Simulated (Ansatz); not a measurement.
# SiNH (singlet): wave-function methods side by side at distance Si1–H3 = 2.101 Å, 6-31G

How much of the correlation energy of SiNH (singlet) does each wave-function method recover here?

Method: 6-31G, core rule «outside noble gas», up to 6 orbitals frozen; program: Ansatz 0.2.0, Gaussian basis.

Plan: UHF; CCSD(T) on RHF; CCSD(T) on UHF; BCCD(T) on RHF; CISD; CCSDT(Q) on RHF; CCSDT(Q) on UHF; CISDTQ; CCSDTQ on RHF; CASSCF and MRCISD+Q, 2 electrons in 2 orbitals; CASSCF and NEVPT2, 2 electrons in 2 orbitals; CASSCF and MRCISD+Q, 10 electrons in 9 orbitals; CASSCF and NEVPT2, 10 electrons in 9 orbitals; Full CI.

19 further runs of the same task are left out: 2 for a known fault of the program, 10 that didn't finish, 7 set aside as unsound or not needed.

### 1 What is computed

The geometry derives from a PBE0/def2-TZVP stationary point (not a proven minimum). One bond is set to the value named and the two fragments are kept rigid.

3 atoms, charge 0, spin multiplicity 1.

Atoms are counted from 1 here; the program's logs count them from 0.

Bond lengths: Si1–N2 1.557 Å.

### 2 UHF

Contents of in.yaml:

```yaml
crystal:
  periodic: [false, false, false]
  atoms:
    - {symbol: Si, position_ang: [0.000000, 0.000000, -0.181355]}
    - {symbol: N, position_ang: [0.000000, 0.000000, -1.738290]}
    - {symbol: H, position_ang: [0.000000, 0.000000, 1.919645]}
basis:
  gaussian: {orbitals: 6-31G}
magnetization: {spin_polarized: true, initial_magnetization: 0}
hamiltonian: {xc: hf}
output: {orbitals: {seedname: orbitals}}
```

The run is started by

```sh
ansatz run in.yaml --threads 1 --pin off --events-out ev --progress --plain --max-ram 2393MiB
```

Further steps of the session: CCSD(T) on RHF; CCSD(T) on UHF; BCCD(T) on RHF; CISD; CCSDT(Q) on RHF; CCSDT(Q) on UHF; CISDTQ; CCSDTQ on RHF; CASSCF and MRCISD+Q, 2 electrons in 2 orbitals; CASSCF and NEVPT2, 2 electrons in 2 orbitals; CASSCF and MRCISD+Q, 10 electrons in 9 orbitals; CASSCF and NEVPT2, 10 electrons in 9 orbitals; Full CI.

Before running them: what should the planned runs give, taken together? Wanted: FCI below the RHF energy; RMP2 from FCI; UMP2 from FCI; RCCSD from FCI; RCCSD(T) from FCI; UCCSD(T) from FCI; RCCSDT(Q) from FCI; UCCSDT(Q) from FCI; NEVPT2 pair from FCI.

As calculated:

```
                         quantity                                            value
         FCI below the RHF energy                                       -7.1459 eV
                    RMP2 from FCI                                   +5.47 kcal/mol
                    UMP2 from FCI                                  +56.05 kcal/mol
                   RCCSD from FCI                                  +12.62 kcal/mol
                RCCSD(T) from FCI                                   +1.97 kcal/mol
                UCCSD(T) from FCI                                   +5.46 kcal/mol
               RCCSDT(Q) from FCI                                   -0.42 kcal/mol
               UCCSDT(Q) from FCI                                   -0.73 kcal/mol
             NEVPT2 pair from FCI                                  +18.01 kcal/mol
           MRCISD+Q pair from FCI                                   +6.48 kcal/mol
          NEVPT2 valence from FCI                                   +8.54 kcal/mol
levels within 1 kcal/mol (43 meV)  RCCSDT(Q), UCCSDT(Q), RCCSDTQ, MRCISD+Q valence
                    T1 diagnostic                                            0.039
   effectively unpaired electrons                                             0.51
```

RCCSD(T) lands +1.97 kcal/mol from the yardstick (1.2 % of the correlation energy). CCSD(T) misses by +1.97 kcal/mol on the restricted determinant and by +5.46 kcal/mol on the unrestricted one; the two need not hold the same state or core. RCCSDT(Q), UCCSDT(Q) fall below full CI: unrestricted runs freeze a spin-polarised core, another one than full CI's, and coupled cluster isn't variational. The occupations show some static correlation. Of the multireference levels listed MRCISD+Q valence comes nearest in total energy (+0.59 kcal/mol), which doesn't show that its space is the better one. Coupled cluster took another determinant than the lowest Hartree-Fock one. These misses are within one basis, not against nature.
